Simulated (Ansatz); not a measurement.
# SiC− (sextet): the correlation ladder, aug-cc-pVTZ

One table from this session's results is given with a row withheld; the runs are named, their logs left out.

The runs use Ansatz 0.2.0, Gaussian basis; aug-cc-pVTZ, core rule «outside noble gas», up to 6 orbitals frozen.

Plan: UHF; CCSD(T) on ROHF; CCSD(T) on UHF; BCCD(T) on ROHF; CCSDT(Q) on ROHF; CCSDT(Q) on UHF; CASSCF and MRCISD+Q, 9 electrons in 8 orbitals; CASSCF and NEVPT2, 9 electrons in 8 orbitals.

5 further runs of the same task are left out: 5 set aside as unsound or not needed.

### What is computed

The geometry is a PBE0/def2-TZVPD stationary point (not a proven minimum) of the parent state, kept for this charge and spin.

2 atoms, charge -1, spin multiplicity 6.

Atoms are counted from 1 here; the program's logs count them from 0.

Bond lengths: Si1–C2 1.818 Å.

As a file:

```xyz
2
CSi
Si    0.0000    0.0000    0.0000
C     0.0000    0.0000    1.8177
```

Set-up of the first run:

in.yaml

```yaml
crystal:
  periodic: [false, false, false]
  atoms:
    - {symbol: Si, position_ang: [0.000000, 0.000000, 0.000000]}
    - {symbol: C, position_ang: [0.000000, 0.000000, 1.817700]}
basis:
  gaussian: {orbitals: aug-cc-pVTZ}
total_charge: -1
magnetization: {spin_polarized: true, initial_magnetization: 5}
hamiltonian: {xc: hf}
output: {orbitals: {seedname: orbitals}}
```

Command:

```
$ ansatz run in.yaml --threads 1 --pin off --events-out ev --progress --plain --max-ram 4096MiB --backend cpu
```

Among the steps run: UHF; CCSD(T) on ROHF; CCSD(T) on UHF; BCCD(T) on ROHF; CCSDT(Q) on ROHF; CCSDT(Q) on UHF; CASSCF and MRCISD+Q, 9 electrons in 8 orbitals; CASSCF and NEVPT2, 9 electrons in 8 orbitals.

One table of the session follows, with a row left open; its other results are not shown here.

```
          method  from UCCSDT(Q) (meV)
            ROHF               +5806.9
             UHF               +5668.7
            RMP2               +1172.0
            UMP2               +1224.7
           RCCSD                +344.5
           UCCSD                +342.5
        RCCSD(T)                 +66.7
        UCCSD(T)                 +66.8
         BCCD(T)                 +62.6
          RCCSDT                 +19.8
          UCCSDT                 +17.3
       RCCSDT(Q)                  +3.2
       UCCSDT(Q)                     0
  CASSCF valence               +5360.3
  NEVPT2 valence               +1258.2
  MRCISD valence                     ?
MRCISD+Q valence                +174.9
```

Estimate the missing values for MRCISD valence.

**Answer.** from UCCSDT(Q) (meV): +653.9. In the column «from UCCSDT(Q) (meV)» it lies between RCCSD (+344.5) and RMP2 (+1172.0).

Among the levels timed on like hardware and quicker than the yardstick, those that no quicker one beats, quickest first: UCCSD(T) (6 s, +66.8 meV).

Limits of these values: Of the multireference levels listed MRCISD+Q valence comes nearest in total energy (+174.9 meV), which doesn't show that its space is the better one. Restricted and unrestricted rows rest on different reference determinants; where their highest levels disagree by more than a few hundredths of an eV, they describe different states and don't form one ladder.
